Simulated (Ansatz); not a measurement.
# Worked example: correlation energy of ZnS⁺, doublet

Geometry: that of the ZnS, singlet, kept fixed.

```xyz
2

Zn    0.0000    0.0000    0.0000
S     0.0000    0.0000    2.0560
```

Basis def2-TZVPP; Ansatz 0.2.0. Correlated methods freeze the noble-gas cores, which leaves 17 electrons in 92 orbitals. R marks a restricted (for open shells ROHF) determinant, U an unrestricted one. No spin–orbit coupling is included, and no scalar relativity. The metal's outer-core shells are frozen, which leaves out core–valence correlation.

Full CI isn't at hand for all of this; UCCSDT(Q) serves as the reference, and is uncertain by about the last step of the cluster series.

Runs differ by some tens of microhartree through their thresholds and, for an open shell, their frozen cores, so steps under 0.03 kcal/mol mean nothing.

```json
{"level": "UHF", "total energy (hartree)": "-2175.047031"}
{"level": "UMP2", "total energy (hartree)": "-2175.655108"}
{"level": "UCCSD", "total energy (hartree)": "-2175.630979"}
{"level": "UCCSD(T)", "total energy (hartree)": "-2175.651174"}
{"level": "UCCSDT", "total energy (hartree)": "-2175.651333"}
{"level": "UCCSDT(Q)", "total energy (hartree)": "-2175.651877"}
```

Task: What is the correlation energy at UCCSDT(Q), and what share of it do UMP2 and UCCSD(T) recover?

Result: E(corr) = -2175.651877 − (-2175.047031) = -0.604846 hartree = -16.459 eV. UMP2: -0.608077 / -0.604846 = 100.53 %. UCCSD(T): -0.604143 / -0.604846 = 99.88 %.

Task: By how many kcal/mol does UCCSD(T) miss UCCSDT(Q) (1 hartree = 627.509 kcal/mol), and which steps make up the rest?

Result: -2175.651174 − (-2175.651877) = 0.000703 hartree = 0.44 kcal/mol. Steps: UCCSDT − UCCSD(T) = -0.10, UCCSDT(Q) − UCCSDT = -0.34 kcal/mol. That is within 1 kcal/mol of the reference in this basis, which itself misses far more of the correlation at the basis-set limit.
